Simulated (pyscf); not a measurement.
Cl–SnH₃ (SMILES [Cl][SnH3]) + H₂B–OH (SMILES BO) -> H₂B–O–SnH₃ (SMILES B[O][SnH3]) + HCl (SMILES Cl) (four-centre exchange; singlet surface; Cl–Sn, H–O broken, O–Sn, Cl–H formed). Structures and frequencies: ωB97X-D3(BJ)/def2-SVP in PySCF. Energies in kcal/mol from the separated reactants.

| level | barrier | reaction energy |
|---|---|---|
| ωB97X-D3(BJ)/def2-TZVP | 18.0 | +18.4 |
| r²SCAN/def2-TZVP | 15.3 | +17.0 |
| B3LYP-D3(BJ)/def2-TZVP | 16.5 | +16.8 |
| PBE0-D3(BJ)/def2-TZVP | 16.5 | +18.1 |
| M06-2X/def2-TZVP | 15.4 | +16.7 |
| HF/def2-TZVP | 31.5 | +19.5 |

On the reactant side the descent ends in a complex (not fully relaxed), 5.0 kcal/mol under the separated species and 23.0 kcal/mol under the saddle at ωB97X-D3(BJ)/def2-TZVP. On the product side the descent ends in a complex, 7.1 kcal/mol under the separated species and 6.7 kcal/mol under the saddle at ωB97X-D3(BJ)/def2-TZVP. At ωB97X-D3(BJ)/def2-TZVP, r²SCAN, B3LYP-D3(BJ), PBE0-D3(BJ), M06-2X the saddle lies under the separated products, which points to a path from their complex (located at ωB97X-D3(BJ) alone), and parting the products costs more than the saddle. One saddle was located; it need not be the lowest between these sides. Elements past Kr carry the def2 core potentials, without spin-orbit coupling.
